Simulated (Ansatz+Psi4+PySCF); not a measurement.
Two shapes of doublet H2O(+).

Shape 1:

```xyz
3

O    -0.0099   -0.0011    0.1198
H     0.0035    0.7550   -0.4726
H    -0.0027   -0.7727   -0.4790
```

Shape 2:

```xyz
3

O    -0.0189   -0.0055    0.1419
H    -0.0059    0.7834   -0.4985
H    -0.0224   -0.7805   -0.4870
```

Basis set: cc-pVTZ (spherical functions). Frozen core: 1 orbital. Correlation on ROHF uses semicanonical orbitals with singles. Charge 1, multiplicity 2.

Computed with Ansatz (development build ahead of 0.2.0) and Psi4 1.11; each method stands on the lowest determinant of its kind that the runs found.

Task: Which shape is lower in energy, and by how much in each method?

Result:

```tsv
method	E(2) − E(1) (eV)
ROHF	0.040
UHF	0.037
ROHF-MP2	-0.029
UHF-MP2	-0.028
```

The methods disagree on the order.
